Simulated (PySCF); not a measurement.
## NO(OH)₂, doublet: computed properties

Level of theory: UPBE0 in PySCF with N def2-TZVP, O def2-TZVP, H def2-TZVP; no relativity; density-fitted integrals.

The structure is a higher-order saddle point with 2 imaginary modes.

| Property | Result |
| --- | --- |
| Point group | C2v |
| Bond lengths | N–O 1.121 Å, N–O 1.745 Å (×2), O–H 0.967 Å (×2) |
| Bond angles | H–O–N 99.8° (×2), O–N–O 110.8° (×2), O–N–O 138.3° |
| Highest occupied level (α) | -7.92 eV |
| Dipole moment | 2.04 D |
| Atomisation energy without zero-point energy | 1678 kJ/mol |
| Lowest empty level (α) | -3.13 eV |
| Principal quadrupole moments (Buckingham, traceless) about the centre of mass | -9.00, -0.58, 9.57 D Å |
| Rotational constants | 0.4556, 0.1889, 0.1335 cm⁻¹ |
| Zero-point energy (real modes) | 80.5 kJ/mol |
| Principal polarisabilities | 14.7, 32.0, 54.9 bohr³ |
| Spin squared ⟨S²⟩ | 0.807 |

Harmonic modes (masses in u: N 14.003, O 15.995, H 1.008):
```json
{"symmetry": "b2", "ω (cm⁻¹)": "570i", "IR (km/mol)": "–"}
{"symmetry": "b1", "ω (cm⁻¹)": "302i", "IR (km/mol)": "–"}
{"symmetry": "a1", "ω (cm⁻¹)": "240", "IR (km/mol)": "4.5"}
{"symmetry": "a2", "ω (cm⁻¹)": "280", "IR (km/mol)": "0.0"}
{"symmetry": "a1", "ω (cm⁻¹)": "388", "IR (km/mol)": "33.5"}
{"symmetry": "b1", "ω (cm⁻¹)": "410", "IR (km/mol)": "190"}
{"symmetry": "b2", "ω (cm⁻¹)": "583", "IR (km/mol)": "0.0"}
{"symmetry": "b2", "ω (cm⁻¹)": "961", "IR (km/mol)": "154"}
{"symmetry": "a1", "ω (cm⁻¹)": "996", "IR (km/mol)": "16.1"}
{"symmetry": "a1", "ω (cm⁻¹)": "1972", "IR (km/mol)": "326"}
{"symmetry": "b2", "ω (cm⁻¹)": "3809", "IR (km/mol)": "44.4"}
{"symmetry": "a1", "ω (cm⁻¹)": "3814", "IR (km/mol)": "47.4"}
```

In C2v the vibrations span 4b2 + 2b1 + 5a1 + a2. Here b1 is antisymmetric to the molecular plane and b2 lies in it. The a2 mode carries no infrared intensity, as symmetry demands.

Charges (e):
```json
{"atom": "N1", "Mulliken": "0.29", "Löwdin": "0.01", "polar tensor": "0.94", "spin (Mulliken)": "0.08", "Mayer order to N1": "–"}
{"atom": "O2", "Mulliken": "-0.03", "Löwdin": "0.21", "polar tensor": "-0.50", "spin (Mulliken)": "-0.12", "Mayer order to N1": "2.09"}
{"atom": "O3,4", "Mulliken": "-0.43", "Löwdin": "-0.25", "polar tensor": "-0.45", "spin (Mulliken)": "0.53", "Mayer order to N1": "0.58"}
{"atom": "H5,6", "Mulliken": "0.31", "Löwdin": "0.14", "polar tensor": "0.23", "spin (Mulliken)": "-0.01", "Mayer order to N1": "0.01"}
```
Other Mayer orders above 0.3: O–H 0.91 (×2).

Mulliken populations on N1: s 3.72, p 2.83, d 0.16, f 0.01.

Only a few start shapes were tried, so a lower isomer may exist. At this level a doublet minimum of C1 symmetry lies 118 kJ/mol below this structure.

The final relaxation and frequency run took 69 s on 4 threads of a shared AMD EPYC 9R45 96-Core (Zen 5) host, with 136 basis functions and 20 gradients; the process peaked at 1.9 GiB.
